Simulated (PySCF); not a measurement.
**doublet [S2F2]+ at 6 levels**

Aim: a comparison of 6 runs (UHF/3-21G, UB3LYP/6-31G*, U-wB97M-V/6-311+G**, U-wB97X/6-311+G**, UB2PLYP/6-311+G**, USCS-MP2/6-311+G**) of doublet [S2F2]+. Input form: a Python script.

Program for the calculation: PySCF 2.14.0.

1 further run of the same task is left out (set aside as unsound or not needed).

### 1 The system as given

[S2F2]+: 4 atoms, total charge +1, spin state doublet. SMILES of the parent species: `FSSF`. The coordinates come from a PBE0-D4/def2-TZVP relaxation. That shape belongs to the parent species and isn't relaxed for this state.

Bond lengths: F1–S2 1.631 Å, S2–S3 1.890 Å, S3–F4 1.631 Å. Angles: F1–S2–S3 108.6°, S2–S3–F4 108.6°.

### 2 A single-point energy at UHF/3-21G (run 1)

run.py reads:

```python
from pyscf import gto

mol = gto.M(
    atom='''
F     -3.370799    -0.377813    -1.174635
S     -0.883768     1.444034    -1.195006
S      1.974745    -0.522301    -0.349070
F      2.279784    -0.543901     2.718711
''',
    unit='bohr',
    charge=1,
    max_memory=1860,
    verbose=3,
    basis='3-21g',
    spin=1,
)

calc0 = mol.UHF()
calc0.conv_tol = 1e-10
calc0.kernel()
if not calc0.converged:
    calc0 = calc0.newton().run(calc0.mo_coeff, calc0.mo_occ)

etot = calc0.e_tot
print('E(%s) = %.9f' % ('HF', etot))
```

On the command line:

```console
$ OMP_NUM_THREADS=1 python run.py
```

What it wrote:

```text
converged SCF energy = -988.383411907298  <S^2> = 0.79399617  2S+1 = 2.0435226
E(HF) = -988.383411907
```

Wall time 1.2 s (1 thread of Intel Xeon Platinum 8488C (Sapphire Rapids), shared host); peak memory 0.12 GiB.

### 3 A single-point energy at UB3LYP/6-31G(d) (spherical functions) (run 2)

run.py reads:

```python
from pyscf import gto, dft

system = gto.M(
    atom='''
F     -1.783750    -0.199930    -0.621590
S     -0.467670     0.764150    -0.632370
S      1.044990    -0.276390    -0.184720
F      1.206410    -0.287820     1.438680
''',
    basis='6-31g*',
    max_memory=1860,
    charge=1,
    spin=1,
    verbose=3,
)

mf = dft.UKS(system)
mf.xc = 'b3lyp'
mf.grids.level = 5
mf.conv_tol = 1e-10
mf.kernel()
if not mf.converged:
    mf = mf.newton().run(mf.mo_coeff, mf.mo_occ)

e_tot = mf.e_tot
print('E(%s) = %.9f' % ('B3LYP', e_tot))
```

On the command line:

```console
$ OMP_NUM_THREADS=1 python run.py
```

What it wrote:

```text
WARN: HOMO -0.288460257674344 >= LUMO -0.288460257674345

converged SCF energy = -995.600634408358  <S^2> = 0.76241997  2S+1 = 2.0123816
E(B3LYP) = -995.600634408
```

Wall time 19 s (1 thread of Intel Xeon Platinum 8488C (Sapphire Rapids), shared host); peak memory 0.35 GiB.

Runs 3 to 5 aren't shown in full; the table further down has their settings and results.

### 4 A single-point energy at USCS-MP2/6-311+G(d,p) (run 6)

start.xyz reads:

```xyz
4
F2S2
F     -1.783750    -0.199930    -0.621590
S     -0.467670     0.764150    -0.632370
S      1.044990    -0.276390    -0.184720
F      1.206410    -0.287820     1.438680
```

run.py reads:

```python
from pyscf import gto, scf, mp

mol = gto.Mole()
mol.atom = 'start.xyz'
mol.spin = 1
mol.verbose = 3
mol.charge = 1
mol.max_memory = 1860
mol.basis = '6-311+g**'
mol.build()

hf = scf.UHF(mol)
hf.conv_tol = 1e-10
hf.kernel()
if not hf.converged:
    hf = hf.newton().run(hf.mo_coeff, hf.mo_occ)

pt = mp.MP2(hf, frozen=12).run()
energy = hf.e_tot + 1.2 * pt.e_corr_os + pt.e_corr_ss / 3
print('Final energy', energy)
```

On the command line:

```console
$ OMP_NUM_THREADS=1 python run.py
```

What it wrote:

```text
converged SCF energy = -993.529535419504  <S^2> = 0.82271862  2S+1 = 2.0714426
E(UMP2) = -994.205109740636  E_corr = -0.67557432113224
E(SCS-UMP2) = -994.182704224744  E_corr = -0.653168805240014
Final energy -994.1827042247442
```

Wall time 5.4 s (1 thread of Intel Xeon Platinum 8488C (Sapphire Rapids), shared host); peak memory 0.29 GiB.

### 5 The series

| run | level | integration grid | nlc grid | energy (Eh) | HOMO energy (eV) | LUMO energy (eV) | ⟨S²⟩ | wall time |
| --- | --- | --- | --- | --- | --- | --- | --- | --- |
| 1 | UHF/3-21G | – | – | -988.383412 | -18.28 | -10.19 | 0.794 | 1.2 s |
| 2 | UB3LYP/6-31G* (spherical functions) | 5 | – | -995.600634 | -15.14 | -13.36 | 0.762 | 19 s |
| 3 | U-wB97M-V/6-311+G** | 5 | 1 | -995.598381 | -17.87 | -11.48 | 0.764 | 100 s |
| 4 | U-wB97X/6-311+G** | 5 | – | -995.624883 | -17.97 | -11.41 | 0.773 | 36 s |
| 5 | UB2PLYP/6-311+G** | 5 | – | -995.278811 | -16.70 | -12.21 | 0.784 | 30 s |
| 6 | USCS-MP2/6-311+G** | – | – | -994.182704 | -18.22 | -9.76 | 0.823 | 5.4 s |

### 6 Results

| quantity | value |
| --- | --- |
| run 6: total energy | -994.18270 Eh |
| run 6: HOMO energy (Hartree–Fock orbitals) (highest over α and β) | -18.22 eV |
| run 6: LUMO energy (Hartree–Fock orbitals) (lowest over α and β) | -9.76 eV |
| run 6: correlation energy (12 core orbitals frozen) | -653.2 mEh |
| run 6: ⟨S²⟩ of the reference determinant | 0.823 |

Totals of different functionals can't be ranked against each other. All runs together took 3.2 min, the longest 100 s.
